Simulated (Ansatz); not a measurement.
# Worked example: C3H6Cl2 → C2H3Cl + CH3Cl

Species: C3H6Cl2 (1,3-dichloropropane) `ClCCCCl`, singlet; C2H3Cl `C=CCl`, singlet; CH3Cl (chloromethane) `CCl`, singlet. 

Shapes, held fixed at every level: PBE0-D4/def2-TZVP. Flexible molecules stand in one conformer, not always the lowest. Programs: Ansatz 0.2.0. The zero-point and thermal change to 298 K, harmonic and unscaled (PBE0-D4/def2-TZVP), is -13.1 kJ/mol.

At CCSD(T)/CBS estimate; 1 Eh = 2625.50 kJ/mol:

| species | energy (Eh) |
| --- | --- |
| C3H6Cl2 | -1037.333289 |
| C2H3Cl | -537.658231 |
| CH3Cl | -499.632200 |

Q: Work out ΔH(298 K) of the reaction at this level.

A: 
1. Products less reactants: (-537.658231) + (-499.632200) − [(-1037.333289)] = 0.042858 Eh = +112.5 kJ/mol.
2. With the thermal change: +112.5 + (-13.1) = +99.4 kJ/mol.

Other levels give +85.5 (B2PLYP/def2-TZVPP) to +109.9 kJ/mol (r2SCAN0-D4/def2-TZVPP). No measured value is set beside it here. The CBS estimate extrapolates MP2 from def2-TZVPP and def2-QZVPP and adds CCSD(T) − MP2 in the triple-zeta set, cores frozen.
